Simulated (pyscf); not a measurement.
Structures and frequencies: ωB97X-D3(BJ)/def2-SVP in PySCF.

### Question
H₂N–GaH₂ (SMILES [NH2][GaH2]) + HO–SiH₃ (SMILES O[SiH3]) -> NH₃ (SMILES N) + H₃Si–O–GaH₂ (SMILES [SiH3][O][GaH2])
Surface: singlet. Broken: Ga–N, H–O. Formed: H–N, Ga–O. Give ΔE‡ and ΔE from B3LYP-D3(BJ)/def2-TZVP, relative to the separated reactants.

### Answer
ΔE‡ = -46.2 kJ/mol, ΔE = -35.2 kJ/mol. ωB97M-D3(BJ)/def2-TZVP gives -43.0 kJ/mol and -32.9 kJ/mol. Zero-point energy shifts the barrier by +1.6 kJ/mol. It is a four-centre exchange, with an imaginary mode of 488i cm⁻¹. On the reactant side the descent ends in an adduct with a Ga–O contact, 57.5 kJ/mol under the separated species and 6.0 kJ/mol under the saddle at ωB97X-D3(BJ)/def2-TZVP. On the product side the descent ends in an adduct with a Ga–N contact (not fully relaxed), 109.2 kJ/mol under the separated species and 94.7 kJ/mol under the saddle at ωB97X-D3(BJ)/def2-TZVP. At B3LYP-D3(BJ) the saddle lies under the separated reactants, which points to a path from their complex (located at ωB97X-D3(BJ) alone). At B3LYP-D3(BJ) the saddle lies under the separated products, which points to a path from their complex (located at ωB97X-D3(BJ) alone). What is counted as formed (Ga–O) is already present as a longer contact in the reactant adduct; forming that adduct is a step of its own. What is counted as broken (Ga–N) persists as a longer contact in the product adduct; parting that adduct is a step of its own. At ωB97X-D3(BJ) the barrier from the zero used here is -51.5 kJ/mol. One saddle was located; it need not be the lowest between these sides. Elements up to Kr have no core potential and no relativistic terms here.
